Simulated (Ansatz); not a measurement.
# BH3S2 (SMILES SBS) at HF/STO-3G

What is the energy change on altering one bond length of BH3S2 at HF/STO-3G? 

Program for the calculation: Ansatz 0.2.0.

37 further runs of the same task are left out: 2 that didn't finish, 35 set aside as unsound or not needed. Runs told in other sessions of the task aren't counted.

## 1. The structure to begin with

The species is BH3S2 (6 atoms), meant as a singlet with charge 0. SMILES: `SBS`. The coordinates come from a PBE0-D4/def2-TZVP relaxation. This is one conformer, not always the lowest.

Bond lengths: S1–B2 1.783 Å, B2–S3 1.787 Å, S1–H4 1.346 Å, B2–H5 1.190 Å, S3–H6 1.342 Å. Angles: S1–B2–S3 122.5°, S1–B2–H5 116.2°, S3–B2–H5 121.4°, B2–S1–H4 98.9°, B2–S3–H6 97.3°.

## 2. The energy at HF/STO-3G

molecule.yaml

```yaml
crystal:
  periodic: [false, false, false]
  atoms:
    - symbol: S
      position_ang: [-0.819900, -0.605200, -1.516500]
    - symbol: B
      position_ang: [0.091400, -0.453600, 0.008900]
    - symbol: S
      position_ang: [0.333100, 1.114800, 0.829800]
    - symbol: H
      position_ang: [-1.145600, 0.688100, -1.694600]
    - symbol: H
      position_ang: [0.535500, -1.462200, 0.457500]
    - symbol: H
      position_ang: [1.047600, 0.654100, 1.868800]
basis:
  gaussian:
    orbitals: STO-3G
hamiltonian:
  xc: hf
accuracy: high
output:
  orbitals: {seedname: orbitals}
```

The run is started by

```sh
ansatz run molecule.yaml --threads 1 --pin off --max-ram 2610MiB --events-out events.jsonl --progress --plain --runs-dir runs
```

Standard output:

```text
Warning: RAYON_NUM_THREADS=1 ignored (pool sized by the plan → 1); use --threads N
Functional definition: HF
  name "HF"
  exchange = exact_x
  correlation = 0
477 factors; integrals over basis functions are off by at most 8.9e-9 eV
mean field evaluation 1: about -22108.3045 eV, gradient 1.8e1 eV
mean field evaluation 2: about -22108.3525 eV, gradient 1.8e1 eV
mean field evaluation 4: about -22109.8253 eV, gradient 1.3e0 eV
mean field evaluation 8: about -22109.8332 eV, gradient 2.1e-2 eV
mean field -22109.83324805 eV, -812.5213852826 hartree, gradient 6.0e-8 eV, S^2 0.000000; 0 other end points of the search recorded, 0 dependent functions left out
reference -22109.83324805 eV, -812.5213852826 hartree; 20, 20 occupied and 6, 6 virtual orbitals, 477 factors
Total energy: -22109.83324805 eV, -812.5213852826 hartree
```

It took 0.28 s on 1 thread of Arm Neoverse N1, shared host.

## 3. The distorted shape

job.yaml

```yaml
basis:
  gaussian:
    orbitals: STO-3G
crystal:
  periodic: [false, false, false]
  atoms:
    - {symbol: S, position_ang: [-1.677313, -0.052351, -2.763319]}
    - {symbol: B, position_ang: [-0.766013, 0.099249, -1.237919]}
    - {symbol: S, position_ang: [-0.524313, 1.667649, -0.417019]}
    - {symbol: H, position_ang: [-2.003013, 1.240949, -2.941419]}
    - {symbol: H, position_ang: [-0.321913, -0.909351, -0.789319]}
    - {symbol: H, position_ang: [1.047600, 0.654100, 1.868800]}
hamiltonian:
  xc: hf
accuracy: high
output: {orbitals: {seedname: orbitals}}
```

The run is started by

```sh
ansatz run job.yaml --threads 1 --pin off --max-ram 2610MiB --events-out events.jsonl --progress --plain --runs-dir runs
```

Standard output:

```text
Warning: RAYON_NUM_THREADS=1 ignored (pool sized by the plan → 1); use --threads N
[... 4 set-up lines as earlier in the session ...]
473 factors; integrals over basis functions are off by at most 2.0e-8 eV
mean field evaluation 1: about -22098.4471 eV, gradient 2.2e1 eV
mean field evaluation 2: about -22098.4877 eV, gradient 2.2e1 eV
mean field evaluation 4: about -22101.0294 eV, gradient 5.0e0 eV
mean field evaluation 8: about -22101.2010 eV, gradient 1.1e-4 eV
mean field evaluation 16: about -22080.3855 eV, gradient 8.2e0 eV
mean field -22101.19922297 eV, -812.2040907134 hartree, gradient 6.8e-8 eV, S^2 0.000000; 0 other end points of the search recorded, 0 dependent functions left out
reference -22101.19922297 eV, -812.2040907134 hartree; 20, 20 occupied and 6, 6 virtual orbitals, 473 factors
Total energy: -22101.19922297 eV, -812.2040907134 hartree
```

Wall time 0.3 s (1 thread of Arm Neoverse N1, shared host).

## 4. Results

Level: HF/STO-3G.

| quantity | value |
| --- | --- |
| first shape: total energy | -812.52139 Eh |
| first shape: HOMO energy | -7.22 eV |
| first shape: LUMO energy | 7.58 eV |
| first shape: HOMO–LUMO gap | 14.80 eV |
| distorted shape: total energy | -812.20409 Eh |
| distorted shape: HOMO energy | -5.19 eV |
| distorted shape: LUMO energy | 1.08 eV |
| distorted shape: HOMO–LUMO gap | 6.27 eV |
| energy change with the S3–H6 bond stretched from 1.342 to 2.953 Å | 8.634 eV |

What this shows: One bond (distorted shape) is far stretched, which a spin-restricted single reference describes badly; a broken-symmetry solution may lie lower. With the S3–H6 bond stretched from 1.342 to 2.953 Å the energy rises by 8.63 eV (833 kJ/mol). The first shape isn't relaxed at this level, so the change isn't measured from a minimum. A restricted reference can't describe the breaking bond well at this length. The minimal basis adds a large error of its own.
